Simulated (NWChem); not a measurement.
System: acetonitrile (C$_{2}$H$_{3}$N); SMILES C(#N)C

```xyz
6

C      0.0000     0.0000    -1.1625
C      0.0000     0.0000     0.2907
N      0.0000     0.0000     1.4476
H      1.0196     0.1555    -1.5430
H     -0.3751    -0.9607    -1.5430
H     -0.6445     0.8052    -1.5430
```
Atoms are numbered in this order, from 1.

All runs: NWChem. Coordinates come from a PBE0/def2-SVP optimisation. GIAO values for the isolated, static molecule; σ is the absolute isotropic shielding.

**Question.** Order these by “σ C2 (ppm)”, lowest first: Hartree-Fock/pcSseg-2; Hartree-Fock/cc-pVTZ; Hartree-Fock/cc-pVDZ.

**Answer.** Hartree-Fock/pcSseg-2 (63.4), Hartree-Fock/cc-pVTZ (68.5), Hartree-Fock/cc-pVDZ (84.2)
